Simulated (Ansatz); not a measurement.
A made-up structure of CHOS (charge +1), closed shell:

```xyz
4
angstrom
O 0.8800 -0.3601 -0.2756
C -0.4216 0.0636 -0.1539
S -2.0276 0.5338 -0.1422
H 1.5692 -0.2372 0.5717
```

It is relaxed with PBE-D4/def2-SVP and then PBE0-D4/def2-TZVP (Ansatz 0.2.0). Atoms count as bonded within 1.22 times the sum of their covalent radii (H–H: 0.88 Å). The end point is not checked to be a true minimum.

**Question.** Does its bonding change? (Judge from chemistry; the calculation decides.)

**Answer.** By the calculation: No: no bond forms or breaks.

Where it ends: The first stage lowers the energy by 1.25 eV in 7 steps. It ends as CHOS ([OH][C][S]), total charge +1:
```
4
angstrom
O 0.7857 -0.3215 -0.2460
C -0.3764 0.0568 -0.1374
S -1.8103 0.4766 -0.1270
H 1.4011 -0.2118 0.5105
```

Labels in which every atom is bracketed show which atoms are joined, not bond orders.

For scale, one of the runs: PBE0-D4/def2-TZVP relaxation, 105 basis functions, launched by `ansatz run in.yaml --threads 2 --pin off --events-out ev --progress --plain --max-ram 4352MiB`. The run took about 5.5 s on 2 CPU threads of an Intel Xeon Platinum 8488C (shared host).
